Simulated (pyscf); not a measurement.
A first-order saddle from PySCF, ωB97X-D3(BJ)/def2-SVP:

```xyz
8

Cl    -0.0838    -0.9656     2.1547
Si    -1.0745    -0.4845     0.3737
Cl    -1.4018    -2.3482    -0.5391
Cl    -2.9815     0.0983     1.0151
H     -0.6399     1.1971    -1.1952
O      0.3318     1.3690    -1.5188
H      0.5903     0.7249    -0.7464
H      0.4130     0.8146    -2.3243
```

Surface: singlet, charge 0. Lowest wavenumbers (cm⁻¹): 1018i, 22, 49, 99, 167.

Problem. What reaction is this the transition state of?

Solution. Cl–SiH(Cl)–Cl + H₂O ⇌ Cl–SiH(Cl)–Cl + H₂O, a four-centre exchange read from left to right: H–Si, H–O broken and H–Si, H–O formed. At ωB97M-D3(BJ)/def2-TZVP it lies +2.59 eV from the left side and +2.59 eV from the right (each side as separated species at their lowest minima found). On the reactant side the descent ends in a complex (not fully relaxed), 0.18 eV under the separated species and 2.83 eV under the saddle at ωB97X-D3(BJ)/def2-TZVP. On the product side the descent ends in a complex (not fully relaxed), 0.18 eV under the separated species and 2.83 eV under the saddle at ωB97X-D3(BJ)/def2-TZVP. The same reactants have a lower exit, to HCl + HO–SiH(Cl)–Cl (barrier +0.74 eV at ωB97M-D3(BJ)/def2-TZVP, against +2.59 eV here). One saddle was located; it need not be the lowest between these sides.
